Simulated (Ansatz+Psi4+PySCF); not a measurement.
doublet CH₃F(+): levels of theory in one basis

```xyz
5

C     0.0000    0.0000    0.0000
H     0.8710   -0.2254    0.6232
H     0.3160    0.6084   -0.8531
H    -0.4319   -0.9364   -0.3665
F    -0.9047    0.6631    0.7147
```

Basis set: cc-pVTZ (spherical functions). Correlated methods keep 2 orbitals frozen. Correlation on ROHF uses semicanonical orbitals with singles. Charge 1, multiplicity 2.

Computed with Ansatz (development build ahead of 0.2.0) and Psi4 1.11; each method stands on the lowest determinant of its kind that the runs found.

```
  method  E − E(ROHF) (eV)  <S²> of the determinant
    ROHF              0.00                     0.75
     UHF             -0.23                     0.77
ROHF-MP2            -10.65                        –
 UHF-MP2            -10.72                     0.77
```

Caution for ROHF-MP2, UHF-MP2: MP2 on this radical cation hangs on the determinant chosen.
